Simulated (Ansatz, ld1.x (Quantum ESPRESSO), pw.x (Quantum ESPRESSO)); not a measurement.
# From atom to crystal: RRKJ potential for Cu (Z = 29)

- Element: copper
- Generator: ld1.x (Quantum ESPRESSO) 7.5
- Type: norm-conserving RRKJ (Kleinman–Bylander form)
- Functional: PBEsol
- Relativity: scalar-relativistic
- Frozen core: [Ar]
- Valence charge: 11
- Reference configuration: 3d9 4s2 4p0
- Partial waves: 4p (bound, empty): rc 2.55 bohr; 3d (bound): rc 1.45 bohr; 4s (bound): rc 1.95 bohr
- Local potential: the s channel
- Core correction: Bessel-smoothed model core inside 0.85 bohr
- rho0: 0.02

Crystal test: sc Cu in pw.x 7.5, no spin, 14³ k-points, Fermi–Dirac smearing 0.01 Ry, cutoffs 170/680 Ry. The reference is all-electron LAPW (Ansatz 0.2.0) with the same functional, mesh and smearing; V0 and B0 come from Birch–Murnaghan fits to the pressures at five volumes. Errors are pseudo minus all-electron; Δ is the rms difference of the E(V) curves that follow from these fits, minima aligned, over ±6 % about the mean V0. Mesh and smearing are coarse, so the numbers serve the comparison and aren't converged zero-temperature values; the lattice is a test structure that the element need not adopt.

All-electron: a0 = 2.360 Å (V0 = 13.15 Å³/atom), B0 = 123.4 GPa.

Question: How far does the potential miss the all-electron equation of state?

Answer: mean pressure error (GPa): +4.27; a0 (Å): 2.385; a0 error (%): +1.06; B0 error (%): -0.5; Δ (meV/atom): 11.5. The largest radius (2.55 bohr) exceeds half the bond length (2.23 bohr), so the spheres overlap, which is one possible source of error among others. This is a poor potential for the solid. Atomic configuration tests: 1 of 7 tests not solved or not reliable.

| V (Å³/atom) | P all-electron (GPa) | P pseudo (GPa) |
| --- | --- | --- |
| 12.499 | 7.05 | 12.43 |
| 12.828 | 3.21 | 7.96 |
| 13.157 | -0.11 | 4.09 |
| 13.486 | -2.96 | 0.76 |
| 13.815 | -5.42 | -2.11 |

Question: At the middle volume, how do free energy and pressure move when the wave cutoff is lowered (ecutrho kept at four times it)?

Answer:

```
cutoff (Ry)  shift of F (meV/atom)  shift of P (GPa)
         76                 +638.1            -86.26
        102                  +95.4             -3.97
        136                   +8.5             +0.27
```

Input at the middle volume:

```
&control
  calculation='scf', prefix='x', pseudo_dir='./', outdir='./tmp', tstress=.true., disk_io='none'
/
&system
  ibrav=0, nat=1, ntyp=1, ecutwfc=170, ecutrho=680, nbnd=13,
  occupations='smearing', smearing='fd', degauss=0.01
/
&electrons
  conv_thr=1e-09, mixing_beta=0.4, electron_maxstep=70
/
ATOMIC_SPECIES
Cu 1.0 Cu.UPF
CELL_PARAMETERS angstrom
  2.36076247 0.00000000 0.00000000
  0.00000000 2.36076247 0.00000000
  0.00000000 0.00000000 2.36076247
ATOMIC_POSITIONS crystal
Cu 0.0000 0.0000 0.0000
K_POINTS automatic
14 14 14 0 0 0
```

```bash
pw.x < Cu.scf.in > Cu.scf.out
```

Lines of the output:

```
Message from routine setup:
     using ibrav=0 with symmetry is DISCOURAGED, use correct ibrav instead
     lattice parameter (alat)  =       4.4612  a.u.
     unit-cell volume          =      88.7878 (a.u.)^3
     number of electrons       =        11.00
     number of Kohn-Sham states=           13
     kinetic-energy cutoff     =     170.0000  Ry
     charge density cutoff     =     680.0000  Ry
     scf convergence threshold =      1.0E-09
     Exchange-correlation= PBESOL
     number of k points=   120  Fermi-Dirac smearing, width (Ry)=  0.0100
     iteration #  1     ecut=   170.00 Ry     beta= 0.40
     total energy              =    -118.27394442 Ry
     estimated scf accuracy    <       0.05205718 Ry
     iteration #  2     ecut=   170.00 Ry     beta= 0.40
     total energy              =    -118.28766186 Ry
     estimated scf accuracy    <       0.00619841 Ry
     iteration #  3     ecut=   170.00 Ry     beta= 0.40
     total energy              =    -118.28885393 Ry
     estimated scf accuracy    <       0.00013553 Ry
     iteration #  4     ecut=   170.00 Ry     beta= 0.40
     total energy              =    -118.28886398 Ry
     estimated scf accuracy    <       0.00001886 Ry
     iteration #  5     ecut=   170.00 Ry     beta= 0.40
     total energy              =    -118.28886696 Ry
     estimated scf accuracy    <       0.00000019 Ry
     iteration #  6     ecut=   170.00 Ry     beta= 0.40
     total energy              =    -118.28886698 Ry
     estimated scf accuracy    <       0.00000001 Ry
     iteration #  7     ecut=   170.00 Ry     beta= 0.40
     total energy              =    -118.28886698 Ry
     estimated scf accuracy    <          2.3E-09 Ry
     iteration #  8     ecut=   170.00 Ry     beta= 0.40
     the Fermi energy is    11.1247 ev
!    total energy              =    -118.28886698 Ry
     estimated scf accuracy    <          1.7E-10 Ry
     smearing contrib. (-TS)   =      -0.00136834 Ry
     The total energy is F=E-TS. E is the sum of the following terms:
     one-electron contribution =     -23.52323888 Ry
     hartree contribution      =      27.26311996 Ry
     xc contribution           =     -45.07198268 Ry
     ewald contribution        =     -76.95539703 Ry
     convergence has been achieved in   8 iterations
          total   stress  (Ry/bohr**3)                   (kbar)     P=       40.89
     Message from routine punch:
     Nothing written, as per user request (disk_io='none')
```

The run at the middle volume (120 k-points, 8 iterations) took about 52 s on one core of a shared host (Neoverse-V1, 32 threads, 247 GiB, load 17).
